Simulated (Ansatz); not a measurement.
# CH3NO, singlet: CASSCF and its corrections

Program: Ansatz, Gaussian basis, development build. Basis aug-cc-pVTZ, nonrelativistic, 3 orbitals frozen in the corrections. State-specific CASSCF; RHF is the lowest restricted (open-shell) Hartree–Fock solution met. No symmetry is imposed, so a solution can break that of the shape. The lowest solution met needn't be the lowest there is, nor hold the orbitals that a chemist would pick.

Geometry:

```xyz
6

C     0.0000    0.4165    0.0000
O     1.1988    0.2320    0.0000
N    -0.9396   -0.5570    0.0000
H    -0.4440    1.4260    0.0000
H    -0.6500   -1.5170    0.0000
H    -1.9170   -0.3430    0.0000
```

Problem. What do CASSCF and its corrections give against RHF in CAS(4,3), and what are the occupations?

Solution. CASSCF -0.753 eV, SC-NEVPT2 -16.534 eV; occupations 2.00, 1.95, 0.05.

Problem. Roughly how much CPU time does a whole run from the default start take (median of such runs, summed over threads; nearly all runs on one pinned thread of a shared server, mostly Xeon at 2.3 to 2.6 GHz, by a development driver)?

Solution. CAS(4,3): about 3.6 min. Other jobs ran beside these, and the count of passes differs.
